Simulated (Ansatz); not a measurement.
# C4H5ClS: the cost of one run

Method: RKS PBE-D4/def2-SVP, in Ansatz 0.2.0.

### 1 The starting structure

Bond lengths: C1–C2 1.347 Å, C2–Cl3 1.707 Å, C2–C4 1.491 Å, C4–C5 1.532 Å, C5–S6 1.677 Å, C1–H7 1.110 Å, C1–H8 1.026 Å, C4–H9 1.180 Å, C4–H10 1.054 Å, C5–H11 1.073 Å. Angles (14 of 15 angles, heavy atoms first): C1–C2–Cl3 116.8°, C1–C2–C4 130.1°, Cl3–C2–C4 113.0°, C2–C4–C5 108.5°, C4–C5–S6 124.4°, C2–C1–H7 116.3°, C2–C1–H8 123.2°, C2–C4–H9 108.3°, C2–C4–H10 115.0°, C5–C4–H9 108.7°, C5–C4–H10 112.4°, C4–C5–H11 112.6°, S6–C5–H11 122.9°, H7–C1–H8 120.4°.

As a file:

```xyz
11

C    -0.2186   -1.7497    0.5614
C     0.4973   -0.6428    0.2866
Cl    2.1311   -0.8712   -0.1510
C     0.1117    0.7948    0.3718
C    -0.2046    1.2974   -1.0403
S    -1.7457    1.6625   -1.5925
H    -1.2830   -1.5912    0.8340
H     0.1604   -2.6995    0.4790
H    -0.8644    0.8787    1.0299
H     0.8034    1.4126    0.8731
H     0.6779    1.4514   -1.6314
```

### 2 Relaxing end A

The input, input.yaml:

```yaml
crystal:
  periodic: [false, false, false]
  atoms:
    - { symbol: C, position_ang: [-0.2186, -1.7497, 0.5614] }
    - { symbol: C, position_ang: [0.4973, -0.6428, 0.2866] }
    - { symbol: Cl, position_ang: [2.1311, -0.8712, -0.151] }
    - { symbol: C, position_ang: [0.1117, 0.7948, 0.3718] }
    - { symbol: C, position_ang: [-0.2046, 1.2974, -1.0403] }
    - { symbol: S, position_ang: [-1.7457, 1.6625, -1.5925] }
    - { symbol: H, position_ang: [-1.283, -1.5912, 0.834] }
    - { symbol: H, position_ang: [0.1604, -2.6995, 0.479] }
    - { symbol: H, position_ang: [-0.8644, 0.8787, 1.0299] }
    - { symbol: H, position_ang: [0.8034, 1.4126, 0.8731] }
    - { symbol: H, position_ang: [0.6779, 1.4514, -1.6314] }
basis:
  gaussian: { orbitals: def2-SVP }
hamiltonian:
  xc: pbe
  dispersion: d4
relax:
  f_tol: 0.015
  max_steps: 40
```

Command:

```console
> ansatz run input.yaml --threads 2 --pin off --max-ram 3072MiB --backend cpu --events-out ev --progress --plain --runs-dir out
```

What time and memory should one allow on 2 threads of Arm Neoverse V2, shared host?

About 33 s, with a peak of 0.16 GiB.
